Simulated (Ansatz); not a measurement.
Relaxation of BClH4O (7 atoms, charge 0, multiplicity 1), to a largest force component of 0.03 eV/Å in at most 50 steps.

These are results of Ansatz 0.2.0, RKS BHLYP-D4/def2-SVP, not measurements.

```xyz
7
Properties=species:S:1:pos:R:3:forces:R:3
B 0.049 0.341 0.057 -0.07 -0.13 1.13
Cl -0.051 0.621 1.857 0.06 -0.09 -1.06
H 1.116 0.436 -0.453 0.01 -0.01 0.01
H -0.989 0.238 -0.517 0.02 -0.01 -0.01
O 0.174 -2.215 0.503 -0.30 0.61 0.83
H -0.684 -2.538 0.221 0.14 0.04 0.09
H 0.035 -1.912 1.423 0.15 -0.42 -0.99
```

Task: Where does it end, and by what steps?

Result: The run converged. The force dipped under the threshold on the way, but the program's further checks kept it going. After 21 steps the energy has fallen by 0.478 eV; H6 moved furthest, 0.74 Å. Joined: B1–O5.

```
step  energy less start (eV)  largest force component (eV/Å)  accepted
   0                  0.0000                           1.133       yes
   1                 -0.0663                           1.790       yes
   2                 -0.2532                           1.835       yes
   3                 -0.4057                           1.007       yes
   4                 -0.4057                           0.437       yes
   5                 -0.4417                           0.193       yes
   6                 -0.4474                           0.419       yes
   7                 -0.4443                           0.721        no
   8                 -0.4581                           0.058       yes
   9                 -0.4637                           0.205       yes
  10                 -0.4633                           0.502        no
  11                 -0.4669                           0.119       yes
  12                 -0.4711                           0.059       yes
  13                 -0.4661                           0.234        no
  14                 -0.4737                           0.044       yes
  15                 -0.4756                           0.091       yes
  16                 -0.4712                           0.616        no
  17                 -0.4770                           0.034       yes
  18                 -0.4777                           0.027       yes
  19                 -0.4781                           0.083       yes
  20                 -0.4782                           0.053       yes
  21                 -0.4783                           0.004       yes
```

```xyz
7
Properties=species:S:1:pos:R:3
B 0.017 -0.092 0.131
Cl -0.401 0.540 1.814
H 1.154 0.115 -0.189
H -0.848 0.093 -0.678
O -0.013 -1.731 0.332
H -0.879 -1.984 0.665
H 0.620 -1.970 1.016
```

Time of the run: 17 s on 1 thread of AMD EPYC 9R45 96-Core Processor (Zen 5), on a shared host, peak memory 0.15 GiB.
